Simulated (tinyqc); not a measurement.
Geometry optimisation on the B3LYP (VWN-RPA form)/sto-3g surface (energies and gradients from PySCF), for OH-, spin multiplicity 1, step by step. The basis has no diffuse functions, so it cannot describe the extra electron: this is an exercise in the method, not the real anion. Computed by tinyqc, a small Python program that keeps every step (integrals from PySCF). Settings: charge = -1, multiplicity = 1, basis = sto-3g, functional = b3lyp, optimiser = bfgs, first Hessian = 1.0, largest step = 0.1, iteration cap = 30. Command: `OMP_NUM_THREADS=1 python tinyqc.py 31869 31870 out.jsonl` (the two numbers bound the seeds that draw the settings). One thread of a shared host (Intel(R) Xeon(R) Processor @ 2.60GHz), about 2 s of CPU time with the checks.

## Step 1: energy and gradient

positions at the start (bohr), order 1O, 2H:
```
[[0.000000, 0.000000, 0.000000],
 [0.000000, 0.000000, 1.797130]]
```

Self-consistent energy and analytic gradient at these positions.

energy = -74.39279309 hartree

gradient (hartree/bohr), order 1O, 2H:
```
[[0.00000000, 0.00000000, 0.14146759],
 [0.00000000, 0.00000000, -0.14146959]]
```

## Step 1: move

Quasi-Newton step p = -H^(-1) g (first H = 1 times the unit matrix); steps longer than 0.1 bohr are cut back (factor 0.500 here).

positions after step 1 (bohr), order 1O, 2H:
```
[[0.000000, 0.000000, -0.070710],
 [0.000000, 0.000000, 1.867841]]
```

## Step 2: energy and gradient

As before.

energy = -74.40674174 hartree

gradient (hartree/bohr), order 1O, 2H:
```
[[0.00000000, 0.00000000, 0.06141632],
 [0.00000000, 0.00000000, -0.06141807]]
```

## Step 2: move

inverse Hessian in use (bohr^2/hartree):
```
[[1.000000, 0.000000, 0.000000, 0.000000, 0.000000, 0.000000],
 [0.000000, 1.000000, 0.000000, 0.000000, 0.000000, 0.000000],
 [0.000000, 0.000000, 0.941653, 0.000000, 0.000000, 0.058342],
 [0.000000, 0.000000, 0.000000, 1.000000, 0.000000, 0.000000],
 [0.000000, 0.000000, 0.000000, 0.000000, 1.000000, 0.000000],
 [0.000000, 0.000000, 0.058342, 0.000000, 0.000000, 0.941663]]
```

Quasi-Newton step p = -H^(-1) g (the inverse Hessian comes from BFGS updates; coordinates in the order x, y, z of each atom); steps longer than 0.1 bohr are cut back.

positions after step 2 (bohr), order 1O, 2H:
```
[[0.000000, 0.000000, -0.124960],
 [0.000000, 0.000000, 1.922093]]
```

## Convergence

Stop when the largest gradient component is below 3e-5 hartree/bohr. The inverse Hessian follows the BFGS update with s = step, y = change of gradient.

Course of the optimisation:
```
step   E (hartree)  largest gradient (hartree/bohr)
1     -74.39279309                         1.41e-01
2     -74.40674174                         6.14e-02
3     -74.41099857                         1.94e-02
4     -74.41157705                         4.21e-03
5     -74.41160886                         4.00e-04
6     -74.41160916                         9.72e-06
```

Final distances (angstrom):
```
pair   distance
2H-1O  1.117788
```

Converged in 6 steps.
